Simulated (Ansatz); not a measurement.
Two shapes of doublet CH₂(-).

Shape 1:

```xyz
3

H     0.0000    0.2568   -0.8566
C     0.0000   -0.5137    0.0000
H     0.0000    0.2568    0.8566
```

Shape 2:

```xyz
3

H     0.0231    0.2248   -0.8259
C    -0.0386   -0.4960   -0.0264
H    -0.0002    0.3028    0.8370
```

Basis set: def2-SVP (spherical functions). Correlated methods keep 1 orbital frozen. Correlation on ROHF uses semicanonical orbitals with singles. Charge -1, multiplicity 2.

Computed with Ansatz (development build ahead of 0.2.0); each method stands on the lowest determinant of its kind that the runs found.

**Question.** Which shape is lower in energy, and by how much in each method?

**Answer.**

```
     method  E(2) − E(1) (eV)
       ROHF             0.068
        UHF             0.070
   ROHF-MP2             0.077
    UHF-MP2             0.077
UHF-CCSD(T)             0.086
```

Shape 1 is lower. Caution: no diffuse functions for an anion.
